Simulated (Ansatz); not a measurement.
Which is lower?

Two relaxed structures of CH₃FSi, singlet (PBE0-D4/def2-TZVP; forces vanish, vibrations not checked).

A:

C1  (0.540, -0.218, 0.485)
Si2  (-0.686, 0.269, -0.618)
F3  (0.971, -1.477, 0.657)
H4  (-1.400, -0.670, -1.501)
H5  (-1.022, 1.703, -0.663)
H6  (1.061, 0.484, 1.133)
(Å)

B:

```
6
angstrom
C -0.6768 0.2684 -0.6098
Si 0.5254 -0.1867 0.4762
F 1.0321 -1.6787 0.6781
H -1.2087 -0.4105 -1.2631
H -0.9489 1.3165 -0.6678
H 1.2770 0.6909 1.3864
```

Computed with Ansatz 0.2.0 (basis: def2-TZVPP); correlated methods freeze the cores. B3LYP uses VWN-RPA correlation.

Q: Which structure is lower at CCSD(T), and by how much? (Judge from chemistry; the value comes from the calculation.)

A: The calculation gives: B, by 2.397 eV (electronic energy, against the other). By their contacts, A is CH₃FSi ([F][CH][SiH2]) and B is CH₃FSi ([CH2][SiH][F]).

All methods give the same order:

```tsv
method	E(B) − E(A) (eV)
PBE-D4	-2.197
r2SCAN-D4	-2.368
PBE0-D4	-2.315
B3LYP-D4	-2.344
wB97M-V	-2.426
HF	-2.545
MP2	-2.564
CCSD	-2.445
CCSD(T)	-2.397
```

No T1 diagnostic of these runs exceeds 0.016. The restricted Hartree–Fock reference is unstable towards an unrestricted one at one or more of these structures.

Labels in which every atom is bracketed show which atoms are joined, not bond orders.

For scale, one of the runs: CCSD(T)/def2-TZVPP, 146 basis functions, launched by `ansatz run in.yaml --threads 2 --pin off --events-out ev --progress --plain --max-ram 4352MiB`. Hardware: 2 CPU threads of an Arm Neoverse V2, shared host. Wall time 11 s; peak host memory 0.88 GiB.
